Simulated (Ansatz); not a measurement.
**CHAlN (doublet): wave-function methods side by side at a displaced geometry (v1), cc-pVDZ**

The task here is to estimate one member of a computed series from the others.

Program: Ansatz 0.2.0, Gaussian basis. Level of theory: cc-pVDZ, core rule «outside noble gas», up to 7 orbitals frozen. These are calculated values, not measurements.

Plan: UHF; CCSD(T) on ROHF; CCSD(T) on UHF; BCCD(T) on ROHF; CISD; CCSDT(Q) on ROHF; CCSDT(Q) on UHF; CASSCF and MRCISD+Q, 9 electrons in 9 orbitals; CASSCF and NEVPT2, 9 electrons in 9 orbitals.

17 further runs of the same task are left out: 4 that didn't finish, 13 set aside as unsound or not needed.

## The geometry

The geometry is a PBE0/def2-TZVP stationary point (not a proven minimum) with its atoms shifted at random (size 0.040 Å).

4 atoms, charge 0, spin multiplicity 2.

Atoms are counted from 1 here; the program's logs count them from 0.

Bond lengths: Al1–C2 2.169 Å, Al1–N3 2.040 Å, C2–N3 1.150 Å, C2–H4 1.105 Å. Angles: C2–Al1–N3 31.5°, Al1–C2–N3 68.1°, Al1–C2–H4 157.0°, N3–C2–H4 134.8°, Al1–N3–C2 80.4°.

Coordinates:

```xyz
4
charge 0, multiplicity 2
Al   -0.0110    0.0980    1.0238
C    -0.0118    0.4620   -1.1141
N     0.0361   -0.6610   -0.8697
H    -0.0666    1.0554   -2.0452
```

The first run:

in.yaml

```yaml
crystal:
  periodic: [false, false, false]
  atoms:
    - {symbol: Al, position_ang: [-0.011000, 0.098025, 1.023824]}
    - {symbol: C, position_ang: [-0.011833, 0.462029, -1.114143]}
    - {symbol: N, position_ang: [0.036131, -0.660963, -0.869674]}
    - {symbol: H, position_ang: [-0.066646, 1.055366, -2.045202]}
basis:
  gaussian: {orbitals: cc-pVDZ}
magnetization: {spin_polarized: true, initial_magnetization: 1}
hamiltonian: {xc: hf}
output: {orbitals: {seedname: orbitals}}
```

The run is started by

```bash
$ ansatz run in.yaml --threads 1 --pin off --events-out ev --progress --plain --max-ram 2393MiB
```

Among the steps run: UHF; CCSD(T) on ROHF; CCSD(T) on UHF; BCCD(T) on ROHF; CISD; CCSDT(Q) on ROHF; CCSDT(Q) on UHF; CASSCF and MRCISD+Q, 9 electrons in 9 orbitals; CASSCF and NEVPT2, 9 electrons in 9 orbitals.

One table of the session follows, with a row left open; its other results are not shown here.

It belongs to the step «Misses and costs». 

```
           method  from UCCSDT(Q) (meV)
             ROHF               +9858.8
              UHF               +9720.5
             RMP2               +1036.1
             UMP2               +1129.5
             CISD               +1422.5
            RCCSD                +441.6
            UCCSD                +433.9
         RCCSD(T)                 +56.8
         UCCSD(T)                 +58.5
          BCCD(T)                 +55.6
           RCCSDT                     ?
           UCCSDT                 +38.1
        RCCSDT(Q)                  +1.1
        UCCSDT(Q)                     0
  CASSCF frontier               +6512.6
  MRCISD frontier                +704.7
MRCISD+Q frontier                +105.0
```

**Question.** Estimate the row for RCCSDT.

As computed: from UCCSDT(Q) (meV): +39.2. In the column «from UCCSDT(Q) (meV)» it lies between UCCSDT (+38.1) and BCCD(T) (+55.6).

Not comparable, so not listed: CASSCF and NEVPT2, 9 electrons in 9 orbitals (they don't share determinant, frozen orbitals or solution with the rows shown, or repeat one).

Limits of these values: Restricted and unrestricted rows rest on different reference determinants; where their highest levels disagree by more than a few hundredths of an eV, they describe different states and don't form one ladder. Warnings in the runs' records: passed over end.
